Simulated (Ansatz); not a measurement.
Basis-set extrapolation for `CCC(C)O` (PBE0-D4/def2-TZVP geometry, frozen core, Ansatz). Multiplicity 1, RHF reference.

|  | def2-TZVPP | def2-QZVPP |
| --- | --- | --- |
| HF | -232.247816 | -232.258959 |
| MP2 correlation | -0.950650 | -1.014499 |
| CCSD(T) correlation | -1.037314 | not run |

Energies in hartree. Use E(X) = E(∞) + A·exp(−7.88·√X) for Hartree–Fock and E(X) = E(∞) + B·X^(−2.97) for correlation, with X = 3 and 4, and add CCSD(T) minus MP2 of the smaller set to the MP2 limit.

Task: What is the CCSD(T) energy at the basis-set limit?

Result: HF limit: -232.258959 + (-0.011143) × 0.13774 = -232.26049. MP2 limit: -1.014499 + (-0.063849) × 0.74074 = -1.06179. Higher-order term: -1.037314 − (-0.950650) = -0.08666. Total: -233.40894 hartree, 325.1 kJ/mol below CCSD(T)/def2-TZVPP.
